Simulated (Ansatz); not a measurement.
Input for Ansatz (development build ahead of 0.2.0):

```yaml
crystal:
  periodic: [false, false, false]
  atoms:
    - { symbol: C, position_ang: [0.0, 0.0, 0.0] }
    - { symbol: P, position_ang: [0.0, 0.0, 1.4839] }
basis:
  gaussian: { orbitals: def2-SVP }
magnetization:
  spin_polarized: true
  initial_magnetization: 1
hamiltonian:
  xc: hf
correlation:
  method: mp2
  frozen_orbitals: { C: 1, P: 5 }
scf:
  omitted_lower_state_checks: [starts, atomic_configurations, cluster_reference, orbital_swaps, given_window_search, neighbouring_geometries, increment]
```

The input is written out in the form of the current development build from the run's settings.

The run gave:

```
Converged                                                          : yes
Reference energy                                                   : -378.33146 hartree
Correlation energy                                                 : -0.17002 hartree
Total energy                                                       : -378.50148 hartree
Spin squared of the determinant                                    : 1.381
Stability test                                                     : minimum
Occupied orbitals by symmetry in an Abelian subgroup (alpha; beta) : 7 A1 2 B1 2 B2; 6 A1 2 B1 2 B2
```

Messages of the program:
```
mean field -10294.92354426 eV, -378.3314621017 hartree, gradient 2.5e-6 eV, S^2 1.381091; 0 other ends of a descent, 0 dependent functions left out
```

Caution: the unrestricted determinant is spin contaminated.
